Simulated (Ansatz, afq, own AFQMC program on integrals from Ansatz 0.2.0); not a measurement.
Where AFQMC and coupled cluster stand for SiH$_{3}$⁺, triplet

```yaml
atoms:
  - { symbol: Si, position_ang: [0.0000, 0.0677, -0.0787] }
  - { symbol: H, position_ang: [0.0000, -1.2255, -0.8234] }
  - { symbol: H, position_ang: [0.4393, -0.3298, 1.5083] }
  - { symbol: H, position_ang: [-0.4393, -0.3298, 1.5083] }
```

Basis cc-pVDZ. Only valence electrons are correlated. AFQMC by an in-house program on the Cholesky factors that Ansatz 0.2.0 writes for its CCSD(T) run. ph-AFQMC/CISD is guided by a CISD state made of CCSD amplitudes; releasing the constraint for a short imaginary time cuts its bias at the price of noise, slowly where states lie close. Free AFQMC starts from the CCSD state and is never constrained. Its projection time is finite, and what remains of the start isn't in its error. ± is one standard error of the sampling.

Determinant: UHF, the one that the program's search chose, which needn't be the lowest solution. The geometry is a PBE0/def2-TZVP stationary point of this or a neighbouring charge and spin state.

Full CI on the same integrals is exact in this basis and with this determinant's frozen core.

Cautions: lower spins were not checked.

- T1 diagnostic: 0.0172
- weight of the determinant in the CISD state: 0.934
- ⟨S²⟩ of the determinant: 2.005
- size of the correlated space: 6 electrons in 28 orbitals

| level | correlation energy (eV) |
| --- | --- |
| MP2 | -2.0738 |
| CCSD | -2.7186 |
| CCSD(T) | -2.7737 |

Question: Estimate where phaseless AFQMC with the Hartree–Fock trial lies against CCSD(T) on the same integrals.

Answer: 0.2 ± 2.2 kJ/mol below CCSD(T). The gap is under twice the noise, so this walk alone can't tell the two apart.

Reference: full CI, correlation energy -2.793 eV. The released energy is read at 2.40 1/Eh (meV from the phaseless value at times in 1/Eh: -3 ± 3 at 0.24, -6 ± 3 at 0.51, -10 ± 3 at 0.99, -8 ± 3 at 1.62, -5 ± 3 at 2.40).

```csv
level,E − E(reference) (kJ/mol),share of correlation (%)
CCSD(T),1.9,99.30
CCSDT,0.1,99.95
CCSDT(Q),0.0,99.99
ph-AFQMC/HF,1.7 ± 2.2,99.36
ph-AFQMC/CISD,0.9 ± 0.2,99.65
released AFQMC,0.4 ± 0.3,99.84
free AFQMC,0.0 ± 0.6,100.01
```

CCSDT and higher add their correlation energy to the determinant of the CCSD(T) run, since their own runs factorise the integrals more tightly (a shift of under 2 meV). Free projections are given only where their last times agree within the noise and don't stop above the reference; a slow remainder of the start can still hide under it. A walk keeps the symmetry of its determinant, which the program's search chose and which needn't be the lowest solution, so a lower state of the same spin and another symmetry isn't excluded. Released energies are given only where the last usable release times agree within the noise; a slower fall can still hide under it.
